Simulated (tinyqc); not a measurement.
Extended Hueckel theory, for SiH3, step by step. Computed by tinyqc, a small Python program that keeps every step (integrals from PySCF). Settings: charge = 0, K = 1.75, weighted = 1, multiplicity = 2. Command: `OMP_NUM_THREADS=1 python tinyqc.py 30005 30006 out.jsonl` (the two numbers bound the seeds that draw the settings). One thread of a shared host (Intel(R) Xeon(R) Processor @ 2.60GHz), about 0.01 s of CPU time with the checks.

## Overlaps

Geometry (angstrom):
```
atom          x          y         z
Si     0.000000   0.000000  0.033000
H      1.475000   0.000000  0.000000
H     -0.737000   1.277000  0.000000
H     -0.737000  -1.277000  0.000000
```

Parameters chosen for this run:
```
element  shell  Slater exponent   H_ii (eV)
H           1s         1.300000  -13.600000
Si          3s         1.383000  -17.300000
Si          3p         1.383000   -9.200000
```

Slater orbitals, each expanded in six Gaussians scaled to its exponent.

overlap S, order 1Si 3s, 1Si 3px, 1Si 3py, 1Si 3pz, 2H 1s, 3H 1s, 4H 1s:
```
[[1.000000, 0.000000, 0.000000, 0.000000, 0.415041, 0.415237, 0.415237],
 [0.000000, 1.000000, 0.000000, 0.000000, 0.521956, -0.260988, -0.260988],
 [0.000000, 0.000000, 1.000000, 0.000000, 0.000000, 0.452214, -0.452214],
 [0.000000, 0.000000, 0.000000, 1.000000, -0.011678, -0.011686, -0.011686],
 [0.415041, 0.521956, 0.000000, -0.011678, 1.000000, 0.038430, 0.038430],
 [0.415237, -0.260988, 0.452214, -0.011686, 0.038430, 1.000000, 0.038440],
 [0.415237, -0.260988, -0.452214, -0.011686, 0.038430, 0.038440, 1.000000]]
```

## Wolfsberg-Helmholz matrix

diagonal H_ii (eV): [-17.300000, -9.200000, -9.200000, -9.200000, -13.600000, -13.600000, -13.600000]

K = 1.750000

H_ij = K' S_ij (H_ii + H_jj)/2 for i != j (the diagonal keeps H_ii), with K' = K + D^2 + D^4 (1 - K), D = (H_ii - H_jj)/(H_ii + H_jj), K = 1.75.

H (eV), order 1Si 3s, 1Si 3px, 1Si 3py, 1Si 3pz, 2H 1s, 3H 1s, 4H 1s:
```
[[-17.300000, 0.000000, 0.000000, 0.000000, -11.312629, -11.317970, -11.317970],
 [0.000000, -9.200000, 0.000000, 0.000000, -10.628431, 5.314419, 5.314419],
 [0.000000, 0.000000, -9.200000, 0.000000, 0.000000, -9.208294, 9.208294],
 [0.000000, 0.000000, 0.000000, -9.200000, 0.237789, 0.237959, 0.237959],
 [-11.312629, -10.628431, 0.000000, 0.237789, -13.600000, -0.914630, -0.914630],
 [-11.317970, 5.314419, -9.208294, 0.237959, -0.914630, -13.600000, -0.914878],
 [-11.317970, 5.314419, 9.208294, 0.237959, -0.914630, -0.914878, -13.600000]]
```

## Orbitals

valence electrons = 7

Solve H C = S C e through S^(-1/2); fill by pairs from the bottom, a degenerate level sharing its electrons equally; each orbital has its largest coefficient positive (the first on a tie).

orbital energies (eV): [-20.636311, -15.142615, -15.141923, -9.203334, 6.299920, 6.320120, 10.180740]

occupations: [2.000000, 2.000000, 2.000000, 1.000000, 0.000000, 0.000000, 0.000000]

coefficients, order 1Si 3s, 1Si 3px, 1Si 3py, 1Si 3pz, 2H 1s, 3H 1s, 4H 1s:
```
[[0.627855, 0.000000, 0.000022, 0.023660, 0.002422, 0.000000, 1.236809],
 [0.000002, 0.000000, 0.397649, -0.000001, 1.257376, 0.000000, -0.002773],
 [0.000000, 0.397661, 0.000000, 0.000000, 0.000000, 1.257792, 0.000000],
 [0.000213, 0.000000, 0.000002, 0.999555, -0.000078, 0.000000, -0.040263],
 [0.253960, 0.000000, 0.578132, -0.008520, -0.935115, 0.000000, -0.726685],
 [0.254075, 0.500541, -0.288934, -0.008519, 0.465286, -0.808906, -0.730028],
 [0.254075, -0.500541, -0.288934, -0.008519, 0.465286, 0.808906, -0.730028]]
```

sum of one-electron energies = -111.045030 eV

## Mulliken analysis

P = C n C^T; charge = valence electrons (H 1, Si 4) minus the sum of (P S)_ii on the atom; overlap population = 2 sum P_ij S_ij between two atoms.

charges: [0.462070, -0.154154, -0.153958, -0.153958]

Overlap populations:
```
pair      value
2-1    0.744741
3-1    0.744966
3-2   -0.015753
4-1    0.744966
4-2   -0.015753
4-3   -0.015756
```
